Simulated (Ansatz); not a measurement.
`C=C(C)C=S` + H₂ → `C=CC=S` + CH₄ at 400 K and 1 bar (hydrogenolysis of a C–C bond).

Calculated with Ansatz (gas phase, PBE0-D4/def2-TZVP geometries, no zero-point term in ΔE). CCSD(T)/CBS adds triple-zeta CCSD(T) − MP2 to the extrapolated MP2 energy (def2 sets, frozen cores). This one scheme is used for every species. Each species was taken in one conformer, which may not be the lowest.

| species | CCSD(T)/CBS energy (Eh) | H − E (kJ/mol) | S (J/(mol·K)) |
| --- | --- | --- | --- |
| `C=C(C)C=S` | -553.55954 | 258.7 | 349.0 |
| H₂ | -1.17544 | 38.0 | 139.0 |
| `C=CC=S` | -514.29239 | 178.7 | 311.6 |
| CH₄ | -40.46206 | 131.3 | 197.2 |

H − E and S are ideal-gas, rigid-rotor, harmonic terms from PBE0-D4/def2-TZVP, for one conformer and one mirror image of each species. The MP2-based limit puts H₂ 0.8 mEh under its directly extrapolated value; such offsets cancel only in part. 1 Eh = 2625.50 kJ/mol, R = 8.31446 J/(mol·K).

**Question.** By hand: ΔE, ΔH, ΔS and ΔG.

**Answer.** ΔE = (-514.29239) + (-40.46206) − (-553.55954) − (-1.17544) = -0.01947 Eh = -51.1 kJ/mol. Δ(H − E) = 178.7 + 131.3 − 258.7 − 38.0 = 13.3, so ΔH = -37.8 kJ/mol. ΔS = 311.6 + 197.2 − 349.0 − 139.0 = 20.8 J/(mol·K). ΔG = -37.8 − 400 × (20.8)/1000 = -46.1 kJ/mol.

**Question.** By hand: the equilibrium constant, and the temperature at which ΔG would vanish if ΔH and ΔS stayed fixed.

**Answer.** log₁₀ K = −ΔG/(RT ln 10) = 6.0. ΔH and −TΔS have one sign here, so there is no such temperature.

ΔH outweighs TΔS. A doubt of 5 kJ/mol in ΔE shifts log₁₀ K by 0.7 here. Other conformers and mirror images would add mixing entropy, several J/(mol·K) or more a flexible species. These are equilibria of isolated gas molecules and say nothing of rates. Largest T1 diagnostic: 0.016 (customary marks: 0.02 for closed shells, 0.045 for open ones).
